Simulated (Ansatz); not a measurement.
**Silver, fcc under PBE: testing the k-point mesh**

How fine must the k-point mesh be for energy and pressure to settle? The geometry was relaxed under PBE beforehand and stays fixed; 8 values are run, from 2×2×2 to 19×19×19. Wanted are the values from which on the energy stays within 10 and 1 meV/atom, and the pressure within 0.5 GPa, of the last run. Within the series other settings stay, but some runs also write fields, which adds to their time. Spin polarisation is left out.

Method: DFT PBE, plane waves with PAW, scalar-relativistic, in Ansatz 0.2.0.

## 1. The structure to begin with

The structure is cubic, space group Fm-3m (No. 225). Conventional cell: a = 4.147 Å, b = 4.147 Å, c = 4.147 Å, α = 90.00°, β = 90.00°, γ = 90.00°. Around Ag (site symmetry m-3m) lie 12 Ag at 2.93 Å.

Structure file:

```
CELL_PARAMETERS angstrom
0.00000 2.07344 2.07344
2.07344 0.00000 2.07344
2.07344 2.07344 0.00000
ATOMIC_POSITIONS crystal
Ag 0.00000 0.00000 0.00000
```

## 2. k-mesh 2×2×2

The run at 2×2×2.

input.yaml

```yaml
crystal:
  lattice:
    - [0.0, 2.0734381516, 2.0734381516]
    - [2.0734381516, 0.0, 2.0734381516]
    - [2.0734381516, 2.0734381516, 0.0]
  atoms:
    - { symbol: Ag, position: [0.0, 0.0, 0.0] }
hamiltonian:
  xc: pbe
  pseudopotentials:
    kind: paw
    azcp:
      Ag: "pseudopotentials/Ag.paw.azcp"
basis:
  ecutwfc: 420
  fft_grid_basis: typed
kpoints:
  mp_grid: { grid: [2, 2, 2], shift: [0, 0, 0] }
magnetization:
  spin_polarized: false
scf:
  occupations: { method: fermi_dirac, width: 0.1 }
  lower_state_search: "off"
output:
  stress: true
```

Run with:

```
> ansatz run input.yaml --threads 1 --pin off --max-ram 3584MiB --backend cpu --events-out ev --progress --plain --runs-dir out
```

## 3. k-mesh 3×3×3

The run at 3×3×3.

input.yaml: that of step 2 with these lines changed.

```diff
@@ -17,3 +17,3 @@
 kpoints:
-  mp_grid: { grid: [2, 2, 2], shift: [0, 0, 0] }
+  mp_grid: { grid: [3, 3, 3], shift: [0, 0, 0] }
 magnetization:
@@ -25 +25,5 @@
   stress: true
+  write_density: true
+  write_potential: true
+  elf: true
+  volumetric_format: npy
```

## 4. k-mesh 5×5×5

The run at 5×5×5.

input.yaml: that of step 3 with these lines changed.

```diff
@@ -17,3 +17,3 @@
 kpoints:
-  mp_grid: { grid: [3, 3, 3], shift: [0, 0, 0] }
+  mp_grid: { grid: [5, 5, 5], shift: [0, 0, 0] }
 magnetization:
@@ -25,5 +25 @@
   stress: true
-  write_density: true
-  write_potential: true
-  elf: true
-  volumetric_format: npy
```

## 5. k-mesh 6×6×6

The run at 6×6×6.

input.yaml: that of step 4 with these lines changed.

```diff
@@ -17,3 +17,3 @@
 kpoints:
-  mp_grid: { grid: [5, 5, 5], shift: [0, 0, 0] }
+  mp_grid: { grid: [6, 6, 6], shift: [0, 0, 0] }
 magnetization:
@@ -25 +25,5 @@
   stress: true
+  write_density: true
+  write_potential: true
+  elf: true
+  volumetric_format: npy
```

## 6. k-mesh 8×8×8

The run at 8×8×8.

input.yaml: that of step 5 with these lines changed.

```diff
@@ -17,3 +17,3 @@
 kpoints:
-  mp_grid: { grid: [6, 6, 6], shift: [0, 0, 0] }
+  mp_grid: { grid: [8, 8, 8], shift: [0, 0, 0] }
 magnetization:
@@ -25,5 +25 @@
   stress: true
-  write_density: true
-  write_potential: true
-  elf: true
-  volumetric_format: npy
```

## 7. k-mesh 11×11×11

The run at 11×11×11.

input.yaml: that of step 6 with these lines changed.

```diff
@@ -17,3 +17,3 @@
 kpoints:
-  mp_grid: { grid: [8, 8, 8], shift: [0, 0, 0] }
+  mp_grid: { grid: [11, 11, 11], shift: [0, 0, 0] }
 magnetization:
```

## 8. k-mesh 14×14×14

The run at 14×14×14.

input.yaml: that of step 7 with these lines changed.

```diff
@@ -17,3 +17,3 @@
 kpoints:
-  mp_grid: { grid: [11, 11, 11], shift: [0, 0, 0] }
+  mp_grid: { grid: [14, 14, 14], shift: [0, 0, 0] }
 magnetization:
@@ -25 +25,5 @@
   stress: true
+  write_density: true
+  write_potential: true
+  elf: true
+  volumetric_format: npy
```

## 9. k-mesh 19×19×19

The run at 19×19×19.

input.yaml: that of step 8 with these lines changed.

```diff
@@ -17,3 +17,3 @@
 kpoints:
-  mp_grid: { grid: [14, 14, 14], shift: [0, 0, 0] }
+  mp_grid: { grid: [19, 19, 19], shift: [0, 0, 0] }
 magnetization:
@@ -25,5 +25 @@
   stress: true
-  write_density: true
-  write_potential: true
-  elf: true
-  volumetric_format: npy
```

(Steps that only read results are left out.)

Q: Predict the outcome of this session. Wanted: pressure at 19×19×19.

The runs gave:

| quantity | value |
| --- | --- |
| E(σ → 0) stays within 10 meV/atom of 19×19×19 | from 11×11×11 on |
| E(σ → 0) stays within 1 meV/atom | not reached before 19×19×19 |
| pressure stays within 0.5 GPa | from 8×8×8 on |
| pressure at 19×19×19 | 0.10 GPa |
| CPU time, dearest over cheapest | 7.2 |
| energy of a separate run on a finer mesh (21×21×21) | -0.5 meV/atom from 19×19×19 |

What this shows: The far end, 2×2×2, lies +1890 meV/atom and +19.8 GPa from the yardstick. The error changes sign along the series: k-point sums are not variational. The energy has not settled to 1 meV/atom before the last mesh. Metals converge slowly, as the Fermi surface must be resolved. A run on a finer mesh agrees with the yardstick to 1 meV/atom. The cell taken over is 5 % larger than the measured one (17.06 Å³/atom, COD).
